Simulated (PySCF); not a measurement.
**Gas-phase XPS of 2,3-butadien-1-ol, computed**

2,3-butadien-1-ol, C4H6O.
Cartesian coordinates in Å at the PBE0-D3(BJ)/def2-SVP level; atoms count from 1:
```xyz
11
C4H6O angstrom
C      2.3511    0.0253    0.0980
C      1.0969   -0.3188   -0.0416
C     -0.1652   -0.6406   -0.1876
C     -1.2867    0.3570   -0.3085
O     -2.2653    0.1799    0.6797
H      3.0036    0.1643   -0.7707
H      2.7912    0.1795    1.0891
H     -0.4510   -1.7008   -0.2012
H     -1.7982    0.2142   -1.2750
H     -0.8674    1.3815   -0.3145
H     -1.8313    0.2628    1.5358
```

Method used: PySCF 2.14.0, delta-SCF UKS SCAN, pcX-2 on the ionised atom, pcseg-1 elsewhere, spin-free X2C. Binding energies are ΔSCF values: E(core-ionised, relaxed orbitals) − E(ground state) at a fixed geometry, referred to the vacuum level.

**Question.** Give the core binding energies atom by atom.

**Answer.** 
| atom(s) | bonded to | level | binding energy (eV) | above the level's lowest (eV) | count |
| --- | --- | --- | --- | --- | --- |
| C1 | C (double bond) and 2 H | C 1s | 290.63 | 0.00 | 1 |
| C2 | 2 C (double bond) | C 1s | 290.64 | +0.01 | 1 |
| C3 | C (double bond), C and H | C 1s | 290.66 | +0.03 | 1 |
| C4 | O, C and 2 H | C 1s | 292.33 | +1.70 | 1 |
| O5 | C and H | O 1s | 538.69 | 0.00 | 1 |

Lowest listed C 1s: C1, bonded to C (double bond) and 2 H. Highest, 1.70 eV above it: C4, bonded to O, C and 2 H. Summing the Pauling electronegativity differences to the bonded atoms, each weighted by its formal bond order, gives -0.70 for the lowest site and +0.19 for the highest; no listed site has a larger sum than the highest. The values 290.63, 290.64 and 290.66 eV lie too close for their order to be trusted.

**Question.** Which effective nuclear charge Zeff reproduces each element's mean 1s value in the hydrogen-like formula E = 13.606 eV × Zeff²?

**Answer.** C (Z = 6): mean 291.1 eV, Zeff = 4.63, Z − Zeff = 1.37; O (Z = 8): mean 538.7 eV, Zeff = 6.29, Z − Zeff = 1.71. Means run over the listed sites, weighted by atom count.

**Question.** What is the C 1s shift of C2 against C4?

**Answer.** 290.64 − 292.33 = -1.69 eV, or -163 kJ/mol.

Spin contamination (⟨S²⟩ against 0.75 for a pure doublet) is marked for C 1s of C2 (0.88), which makes this value less certain. Geometry: PBE0-D3(BJ)/def2-SVP, one conformer, isolated molecule.

Time: 32 s of wall time. Hardware: Arm Neoverse V1, one thread, no GPU, on a shared host.
